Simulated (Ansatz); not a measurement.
Calculated with Ansatz (gas phase, PBE0-D4/def2-TZVP geometries, no zero-point term in ΔE). CBS: MP2 limit from def2 TZ/QZ plus the TZ coupled-cluster correction, frozen cores. This one scheme is used for every species. Double bonds are as drawn, so ΔE can hold a change between cis and trans. Functionals use def2-TZVPP. Triplets are unrestricted, without spin–orbit coupling. One conformer a species, not always the lowest.

`CC/N=C\F` → `C/N=C\F` + `[CH2]` (triplet)  (formal loss of a carbene)

`CC/N=C\F`:

Cartesian coordinates in Å:
```
C 0.119 1.351 0.721
C 0.574 0.215 -0.177
N 0.015 -1.038 0.288
C -0.658 -1.767 -0.453
F -0.945 -1.513 -1.748
H 0.598 2.286 0.423
H -0.963 1.486 0.658
H 0.374 1.143 1.762
H 1.662 0.117 -0.112
H 0.324 0.428 -1.221
H -1.102 -2.708 -0.142
```

`C/N=C\F`:

```xyz
8

C     0.940    0.125   -0.432
N    -0.491    0.049   -0.598
C    -1.244   -0.136    0.367
F    -0.849   -0.284    1.648
H     1.283    0.030    0.601
H     1.401   -0.661   -1.036
H     1.285    1.078   -0.839
H    -2.326   -0.201    0.290
```

`[CH2]` (triplet):

```xyz
3

C     0.256   -0.049    0.091
H     0.210    0.791   -0.584
H    -0.466   -0.742    0.494
```

(1) Is it downhill or uphill in electronic energy at CCSD(T)/CBS, and by how much? (An estimate is asked.)

(2) What do these levels give: revPBE-D4, B97M-V, PBE0-D4, ωB97X-V, B2PLYP, revPBE, RPA@PBE/def2-TZVPP, CCSD(T)/def2-SVP, HF/def2-TZVPP, MP2/def2-TZVPP, CCSD/def2-TZVPP, MP2/CBS(def2)? (Estimate.)

Largest T1 diagnostic among the species: 0.013.

Answers

(1) Ansatz gave: Uphill: ΔE = +442.0 kJ/mol.

(2) Ansatz gave: revPBE-D4 432.6, B97M-V 441.1, PBE0-D4 438.0, ωB97X-V 451.8, B2PLYP 431.6, revPBE 414.4, RPA@PBE/def2-TZVPP 424.6, CCSD(T)/def2-SVP 426.8, HF/def2-TZVPP 295.7, MP2/def2-TZVPP 444.0, CCSD/def2-TZVPP 419.7, MP2/CBS(def2) 455.3 kJ/mol.

Leaving LDA and LC-ωPBE aside and taking each functional with its dispersion term where it has one, the values, not all of them listed here, spread over 37.3 kJ/mol, from r2SCAN0-D4 to ωB97X-V. LDA lies +73.6 kJ/mol from PBE without D4. In def2-TZVPP, CCSD(T) changes the Hartree–Fock value by +135.0 kJ/mol (the triples alone add +11.0 kJ/mol) and MP2 by +148.3 kJ/mol.
